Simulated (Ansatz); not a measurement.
System: C2H5S (charge 0, doublet). It need not be the lowest isomer of its formula. 
Coordinates optimised at B3LYP-D3(BJ)/def2-TZVP (Ansatz, an electronic-structure program):
```
C
H 1 1.0952
H 1 1.0952 2 105.16
C 1 1.5217 2 111.58 3 121.13
H 4 1.0903 1 110.85 2 -178.77
H 4 1.0903 5 107.88 1 121.55
H 4 1.0932 5 108.32 6 117.04
S 1 1.8031 2 106.16 3 -112.26
```
Charge 0, spin multiplicity 2.

Basis-set convergence of Hartree-Fock and MP2 correlation energies (hartree) with Ansatz. Cores are frozen in the correlated levels unless marked. UHF or UKS for open shells. No spin-orbit coupling. Non-relativistic.

| basis | functions | E(HF) | E(corr, MP2) |
|---|---|---|---|
| cc-pV(D+d)Z | 76 | -476.16452 | -0.39927 |
| cc-pV(T+d)Z | 169 | ? | ? |

Q: Some entries are withheld; supply them.

A: 
- cc-pV(T+d)Z, E(HF): -476.20236
- cc-pV(T+d)Z, E(corr, MP2): -0.49998
